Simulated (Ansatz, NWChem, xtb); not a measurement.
## AlNH2F (SMILES [NH2][Al][F]): the vertical ionisation energy, rung by rung

AlNH2F has 5 atoms, charge 0, and is taken as a doublet. As SMILES, `[NH2][Al][F]`. Geometry: relaxed at PBE0-D4/def2-TZVP. This is one conformer, not always the lowest.

Each level gives the vertical ionisation energy (to the singlet cation) (eV). The values are calculated.

| level | kind | program | value (eV) | CPU time (all runs) |
| --- | --- | --- | --- | --- |
| GFN2-xTB | semi-empirical | xtb | 13.42 | under 2 s |
| GFN1-xTB | semi-empirical | xtb | 13.75 | under 2 s |
| UHF/STO-3G | Hartree–Fock | Ansatz | 4.42 | 0.26 s |
| USVWN5/STO-3G | LDA | Ansatz | 4.11 | 2.1 s |
| U-revPBE/STO-3G | GGA | Ansatz | 4.16 | 3.3 s |
| UBLYP/STO-3G | GGA | Ansatz | 4.06 | 3.1 s |
| UPBE/STO-3G | GGA | Ansatz | 4.18 | 3.2 s |
| U-r2SCAN/STO-3G | meta-GGA | Ansatz | 4.43 | 8.5 s |
| UB3LYP/pcseg-1 | global hybrid | NWChem | 8.67 | 22 s |
| U-r2SCAN0/STO-3G | hybrid meta-GGA | Ansatz | 4.66 | 8 s |

The values span 4.06 to 13.75 eV. The xTB values lack the empirical shift that such differences need. Times are those of the runs behind each value, whatever else they computed, on shared processors of several kinds: orders of magnitude only.
